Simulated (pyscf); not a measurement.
A first-order saddle from PySCF, ωB97X-D3(BJ)/def2-SVP:

```xyz
6

F     -0.0658     0.9629     1.5624
C      0.4307     0.4635    -0.0573
F      1.3512     1.3480    -0.3267
H     -0.5494     0.6454    -0.4977
Cl     0.9350    -1.2011    -1.1339
H      0.6394    -0.2759     0.7680
```
Charge 0, spin multiplicity 2.

Surface: doublet, charge 0. Lowest wavenumbers (cm⁻¹): 1093i, 214, 270, 341, 389.

Problem. What reaction is this the transition state of?

Solution. F–CH₂–F + Cl• ⇌ HF + F–CH•–Cl, a concerted two-bond exchange read from left to right: C–F, C–H broken and F–H, C–Cl formed. At CCSD(T)/def2-TZVPP + ΔMP2(QZVPP) it lies +2.38 eV from the left side and +2.34 eV from the right (each side as separated species at their lowest minima found). One saddle was located; it need not be the lowest between these sides. The CCSD(T) − MP2 part came from Ansatz, without density fitting, on the same reference. A UHF reference is spin-contaminated (<S²> up to 0.88), which harms MP2 most. Left out: the spin-orbit lowering of Cl.
